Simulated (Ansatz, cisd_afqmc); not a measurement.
System: HCl, charge 0, singlet. HCl (SMILES Cl).
NHTBH set geometry:
```
Cl
H 1 1.2744
```

Total energies in aug-cc-pV(T+d)Z, 8 correlated electrons, 5 frozen orbitals. Open shells are spin-unrestricted; no spin-orbit coupling. Cores are frozen in correlated methods. No relativity. AFQMC is phaseless with a CISD trial state; ± is one standard error, without the phaseless bias. Outlying blocks are dropped, and bars are widened where a walk drifts. Over all cases where full CI ran beside it in this data, AFQMC minus full CI had a median of +0.1 mEh and passed +0.4 mEh in a tenth of the cases.

```tsv
method	program	energy (Eh)	minus CCSDT(Q) (mEh)
HF	Ansatz	-460.10865	237.99
MP2	Ansatz	-460.31669	29.96
CCSD	Ansatz	-460.33694	9.70
CCSD(T)	Ansatz	-460.34571	0.94
CCSDT(Q)	Ansatz	-460.34664	0.00
AFQMC/CISD	cisd_afqmc	-460.3466 ± 0.0002	0.0 ± 0.2
```

Rough core times of Ansatz's runs on a shared machine: CCSD(T) under 20 s, CCSDT(Q) 40 s.

Ansatz is a program for electronic structure.
